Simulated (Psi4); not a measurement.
**ACPF/3-21G run of OH− (hydroxide)**

Aim: the energy change on altering one bond length of OH− (hydroxide) at ACPF/3-21G, from 2 runs. 

The results are computed with Psi4 1.11.

13 further runs of the same task are left out: 1 that didn't finish, 12 set aside as unsound or not needed.

### 1 The structure to begin with

OH− has 2 atoms, charge -1, and is taken as a singlet. As SMILES, `[OH-]`. The coordinates come from a PBE0-D4/def2-TZVPD relaxation.

Bond lengths: O1–H2 0.964 Å.

### 2 The energy at ACPF/3-21G

Input file job.json:

```json
{
  "schema_name": "qcschema_input",
  "schema_version": 1,
  "molecule": {
    "schema_name": "qcschema_molecule",
    "schema_version": 2,
    "symbols": ["O", "H"],
    "geometry": [0.77818922, -0.2490659, 0.4015668, -0.77818922, 0.2490659, -0.4015668],
    "molecular_charge": -1,
    "molecular_multiplicity": 1,
    "fix_symmetry": "c1"
  },
  "driver": "energy",
  "model": {
    "method": "acpf",
    "basis": "3-21G"
  },
  "keywords": {
    "scf_type": "direct",
    "freeze_core": true
  }
}
```

Started as:

```sh
psi4 --qcschema job.json -n 1 --memory 1600MB
```

stdout:

```text
[...]
  Running in c1 symmetry.
[...]
  Nuclear repulsion =    4.393567041470714
[...]
  Multiplicity = 1
[...]
  Nalpha       = 5
  Nbeta        = 5
[...]
    Number of basis functions: 11
[...]
   @DF-RHF iter   1:   -74.71721359772259   -4.37787e-01   5.68128e-02 ADIIS/DIIS
[...]
   @RHF iter  14:   -74.86588130892544   -4.26326e-14   3.44850e-09 DIIS
[...]
    Orbital Energies [Eh]
    ---------------------
    Doubly Occupied:
       1A    -19.884235     2A     -0.771201     3A     -0.108952
       4A      0.021101     5A      0.021101
[...]
  @RHF Final Energy:   -74.86588130892544
   => Energetics <=
    Nuclear Repulsion Energy =              4.3935670414707140
    One-Electron Energy =                -117.0745212718078108
    Two-Electron Energy =                  37.8150729214116552
    Total Energy =                        -74.8658813089254380
[...]
 Multipole Moments:
 ------------------------------------------------------------------------------------
     Multipole            Electronic (a.u.)      Nuclear  (a.u.)        Total (a.u.)
 ------------------------------------------------------------------------------------
 L = 1.  Multiply by 2.5417464519 to convert [e a0] to [Debye]
 Dipole X            :          0.0000000            0.0000000            0.0000000
 Dipole Y            :         -0.0000000            0.0000000           -0.0000000
 Dipole Z            :          0.4574748           -0.8494811           -0.3920063
 Magnitude           :                                                    0.3920063
[...]
      * SCS-MP2 total energy:                  -74.973734094585
[...]
      * MP2 total energy:                      -74.974263216831
[...]
```

The result, in JSON:

```text
{
 "driver": "energy",
 "model": {
  "method": "acpf",
  "basis": "3-21G"
 },
 "success": true,
 "return_result": -74.97977129751293,
 "properties": {
  "calcinfo_nbasis": 11,
  "calcinfo_nmo": 11,
  "calcinfo_nalpha": 5,
  "calcinfo_nbeta": 5,
  "calcinfo_natom": 2,
  "nuclear_repulsion_energy": 4.393567041470714,
  "return_energy": -74.97977129751293,
  "scf_one_electron_energy": -117.07452127180781,
  "scf_two_electron_energy": 37.815072921411655,
  "scf_dipole_moment": [3.2283650663726205e-16, -2.862171028381975e-16, -0.39200631572680833],
  "scf_total_energy": -74.86588130892544,
  "scf_iterations": 14,
  "mp2_same_spin_correlation_energy": -0.02562173518469412,
  "mp2_opposite_spin_correlation_energy": -0.08276017272091532,
  "mp2_singles_energy": 0.0,
  "mp2_doubles_energy": -0.10838190790560945,
  "mp2_correlation_energy": -0.10838190790560945,
  "mp2_total_energy": -74.97426321683105
 }
}
```

It took 2 s on 1 thread of Intel Xeon Platinum 8275CL at 3.00GHz (Skylake/Cascade Lake), shared host; peak memory 0.18 GiB.

### 3 The distorted shape, same level

Input file job.in:

```
memory 1600 MB

molecule m {
  -1 1
  O      0.367933    -0.186854     0.122919
  H     -0.340071     0.123289    -0.222294
  symmetry c1
}

set {
  reference rhf
  scf_type direct
  freeze_core true
}

energy("acpf/3-21G")
```

Started as:

```sh
psi4 -n 1 job.in job.out
```

job.out:

```text
[...]
  Running in c1 symmetry.
[...]
  Nuclear repulsion =    5.000846432105156
[...]
  Multiplicity = 1
[...]
  Nalpha       = 5
  Nbeta        = 5
[...]
    Number of basis functions: 11
[...]
   @DF-RHF iter   1:   -74.70818233400846   -3.49380e-01   5.71037e-02 ADIIS/DIIS
[...]
   @RHF iter  15:   -74.83915245368391   -7.10543e-14   5.62810e-10 DIIS
[...]
    Orbital Energies [Eh]
    ---------------------
    Doubly Occupied:
       1A    -19.848078     2A     -0.801021     3A     -0.116893
       4A      0.035461     5A      0.035461
[...]
  @RHF Final Energy:   -74.83915245368391
   => Energetics <=
    Nuclear Repulsion Energy =              5.0008464321051562
    One-Electron Energy =                -118.2898593942796452
    Two-Electron Energy =                  38.4498605084905876
    Total Energy =                        -74.8391524536839086
[...]
 Multipole Moments:
 ------------------------------------------------------------------------------------
     Multipole            Electronic (a.u.)      Nuclear  (a.u.)        Total (a.u.)
 ------------------------------------------------------------------------------------
 L = 1.  Multiply by 2.5417464519 to convert [e a0] to [Debye]
 Dipole X            :         -0.0000000           -0.0000000           -0.0000000
 Dipole Y            :         -0.0000000           -0.0000000           -0.0000000
 Dipole Z            :          0.1847055           -0.7463241           -0.5616186
 Magnitude           :                                                    0.5616186
[...]
      * SCS-MP2 total energy:                  -74.943448615210
[...]
      * MP2 total energy:                      -74.944243754061
[...]
```

Wall time 2 s (1 thread of Intel Xeon Platinum 8275CL at 3.00GHz (Skylake/Cascade Lake), shared host); peak memory 0.18 GiB.

### 4 Results

Level: ACPF/3-21G, 1 core orbital frozen.

| quantity | value |
| --- | --- |
| first shape: total energy | -74.97977 Eh |
| first shape: HOMO energy (Hartree–Fock orbitals) | 0.57 eV |
| first shape: LUMO energy (Hartree–Fock orbitals) | 18.13 eV |
| first shape: HOMO–LUMO gap (to an unbound level, set by the basis) | 17.56 eV |
| first shape: correlation energy (1 core orbital frozen) | -113.9 mEh |
| distorted shape: total energy | -74.94865 Eh |
| distorted shape: HOMO energy (Hartree–Fock orbitals) | 0.96 eV |
| distorted shape: LUMO energy (Hartree–Fock orbitals) | 18.60 eV |
| distorted shape: HOMO–LUMO gap (to an unbound level, set by the basis) | 17.64 eV |
| distorted shape: correlation energy (1 core orbital frozen) | -109.5 mEh |
| energy change with the O1–H2 bond shortened from 0.964 to 0.847 Å | 0.847 eV |

What this shows: With the O1–H2 bond shortened from 0.964 to 0.847 Å the energy rises by 0.85 eV (19.5 kcal/mol). The first shape isn't relaxed at this level, so the change isn't measured from a minimum. The HOMO (first shape) lies at positive energy, 0.57 eV: the electron is unbound at this level or held by a compact basis; values depend on the basis. The HOMO (distorted shape) lies at positive energy, 0.96 eV: the electron is unbound at this level or held by a compact basis; values depend on the basis.
